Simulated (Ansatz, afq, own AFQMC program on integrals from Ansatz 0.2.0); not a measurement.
AFQMC on a folder of integrals that Ansatz 0.2.0 wrote.

```yaml
crystal:
  periodic: [false, false, false]
  atoms:
    - {symbol: B, position_ang: [0.000000, 0.000000, 0.000000]}
    - {symbol: Al, position_ang: [0.000000, 0.000000, 7.181000]}
basis:
  gaussian: {orbitals: cc-pVDZ}
magnetization: {spin_polarized: true, initial_magnetization: 0}
correlation: {method: ccsd_t, electrons: outside_noble_gas, hamiltonian_folder: ham}
```

```sh
$ ansatz run in.yaml --threads 1 --pin off --events-out ev --progress --plain --max-ram 24576MiB --backend cuda --devices 0, --max-vram 18GiB
```

afq runs on the folder ham with

```
--method free --trial hf --walkers 100 --time-step 0.08 --max-blocks 120 --target-error 0.00116 --factor-cut 1e-05 --seed 5812 --times 0.0,0.16,0.4,0.8,1.2 --taylor-order 8
```

Times are imaginary, in 1/Eh. The walk had a cap of 60 s.

afq prints:

```
orbitals 26  electrons 3 3  factors 139 of 315
reference energy -266.40356782 Eh
CCSD correlation -0.10572615 Eh in 13 cycles, weight of the determinant in the CISD state 0.8757
repeat  energy at the last time / Eh  error
    10  -266.507421  0.001913
    20  -266.507260  0.001350
    30  -266.508447  0.001100
time / (1/Eh)  energy / Eh  error  mean overlap
  0.00  -266.509150  0.001118  1.0000
  0.16  -266.508539  0.001152  1.0035
  0.40  -266.508268  0.000999  1.0097
  0.80  -266.508539  0.001055  1.0142
  1.20  -266.508314  0.001072  1.0177
energy -266.508314 +/- 0.001072 Eh
```

The run passed its tests (error under three times the target), which doesn't prove that it has relaxed.

Against this walk (error 29.2 meV) on the same determinant: CCSD(T) 67.2 meV lower, CCSDT(Q) 87.0 meV lower, CCSDTQ 87.4 meV lower, full CI 88.1 meV lower. The error is statistical, and a free projection of finite length keeps a remainder of its start. The determinant has ⟨S²⟩ = 1.02, so the low cluster orders mix in higher spin, and so can this walk. Full CI is exact here, so the walk's 88 meV above it is the walk's own error: what remains of the start. The determinant is a poor start (see the cautions), so the low cluster orders aren't to be relied on, and full CI is the sure value.

Cautions: remainder of the start not in the error; start is not spin pure; unrestricted determinant spin contaminated (⟨S²⟩ 1.02 against 0.00); the next higher spin lies close (within 5 meV by full CI); the time-step error isn't removed.

The walk took 1.2 s on 1 × NVIDIA H100 80GB HBM3 with 2 threads of AMD EPYC 7R13 Processor (Zen 3), on a shared host (the card was shared). The log's last line is the free-projection energy.

CCSDT and higher add their correlation energy to the determinant of the CCSD(T) run, since their own runs factorise the integrals more tightly (a shift of under 2 meV). A walk keeps the symmetry of its determinant, which the program's search chose and which needn't be the lowest solution, so a lower state of the same spin and another symmetry isn't excluded.
